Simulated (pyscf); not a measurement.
Thermochemistry of product channels of H₃C–O–O• + methane (CH₄) on the doublet surface, in kJ/mol, from CCSD(T)/def2-TZVPP + ΔMP2(QZVPP) energies (ideal gas, 1 atm, RRHO with modes under 100 cm⁻¹ raised to 100, one conformer, R ln 2 for chiral ones without a mode under 150 cm⁻¹). PySCF, gas phase, ωB97X-D3(BJ)/def2-SVP geometries. MP2 and CC: frozen core, UHF for open shells. ΔMP2 is the change of the MP2 total energy from the triple- to the quadruple-zeta basis.

| products | ΔE | ΔH(298 K) | ΔG(600 K) | ΔG(1200 K) |
|---|---|---|---|---|
| H₃C–O–OH + methyl (CH₃•) | +85.0 | +78.0 | +66.0 | ? |
| methanol (H₃C–OH) + methoxy (H₃C–O•) | -121.4 | -121.9 | -134.1 | ? |

Problem. Fill in the missing entries.

Solution. 
- H₃C–O–OH + methyl (CH₃•), ΔG(1200 K): +49.1
- methanol (H₃C–OH) + methoxy (H₃C–O•), ΔG(1200 K): -146.3

These are energies of the channels, which say nothing of barriers. H₃C–O–O• lies 205.7 kJ/mol over its isomer HO–CH•–OH (electronic energy, ωB97M-D3(BJ)). H₃C–O–OH lies 266.1 kJ/mol over its isomer HO–CH₂–OH (electronic energy, ωB97M-D3(BJ)). The CCSD(T) − MP2 part came from Ansatz, without density fitting, on the same reference. The orbital near-degeneracy of the XH₃O or XH₃S radical is left out.
